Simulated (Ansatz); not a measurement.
# AlH₃S₂ (SMILES [SH][AlH][SH]): one structure at several levels

One table from this session's results is given with a row withheld; the runs are named, their logs left out.

The runs use Ansatz 0.2.0, Gaussian basis; single points in def2-TZVPP.

Cores are frozen in the correlated methods.

### The system as given

SMILES `[SH][AlH][SH]`, 6 atoms, charge 0, spin multiplicity 1.

Atoms are counted from 1 here; the program's logs count them from 0.

Bond lengths: S1–Al2 2.260 Å, S1–H4 1.238 Å, Al2–S3 2.055 Å, Al2–H5 1.506 Å, S3–H6 1.321 Å. Angles: Al2–S1–H4 95.1°, S1–Al2–S3 127.9°, S1–Al2–H5 109.4°, S3–Al2–H5 121.7°, Al2–S3–H6 102.5°.

Coordinates:

```mol
AlH3S2
  3D, bonds by distance, orders not assigned

  6  5  0  0  0  0  0  0  0  0999 V2000
   -1.3379   -1.0529   -1.2579 S   0  0
    0.5223   -0.0466   -0.4603 Al  0  0
    1.3980   -0.2899    1.3828 S   0  0
   -2.1278   -0.3471   -0.6168 H   0  0
    0.9169    1.0784   -1.3809 H   0  0
    0.5996    0.4037    2.1736 H   0  0
  1  2  8  0
  1  4  8  0
  2  3  8  0
  2  5  8  0
  3  6  8  0
M  END
```

Set-up of the first run:

The input, run/in.yaml:

```yaml
crystal:
  periodic: [false, false, false]
  atoms:
    - {symbol: S, position_ang: [-1.337900, -1.052900, -1.257900]}
    - {symbol: Al, position_ang: [0.522300, -0.046600, -0.460300]}
    - {symbol: S, position_ang: [1.398000, -0.289900, 1.382800]}
    - {symbol: H, position_ang: [-2.127800, -0.347100, -0.616800]}
    - {symbol: H, position_ang: [0.916900, 1.078400, -1.380900]}
    - {symbol: H, position_ang: [0.599600, 0.403700, 2.173600]}
basis:
  gaussian: {orbitals: def2-TZVPP}
correlation: {method: ccsd_t}
output: {forces: true}
```

The command line of these runs was not kept.

Among the steps run: CCSD(T)/def2-TZVPP; PBE0-D4/def2-TZVPP; wB97M-V/def2-TZVPP; r2SCAN-D4/def2-TZVPP; PBE-D4/def2-TZVPP; HSE06-D4/def2-TZVPP; CAM-B3LYP-D4/def2-TZVPP.

One of the session's tables, all rows but one given; the rest of the session is left out.

```
      method  RMS force component (eV/Å)  angle to CCSD(T) forces (°)  dipole (D)
     CCSD(T)                       1.624                    reference        1.46
     PBE0-D4                       1.624                          3.1        1.51
     wB97M-V                           ?                            ?           ?
   r2SCAN-D4                       1.622                          2.7        1.52
      PBE-D4                       1.700                          5.3        1.46
    HSE06-D4                       1.627                          3.0        1.51
CAM-B3LYP-D4                       1.574                          2.5        1.52
```

Estimate the missing values for wB97M-V.

**Answer.** RMS force component (eV/Å): 1.594; angle to CCSD(T) forces (°): 1.8; dipole (D): 1.49. In the column «RMS force component (eV/Å)» it lies between CAM-B3LYP-D4 (1.574) and r2SCAN-D4 (1.622).
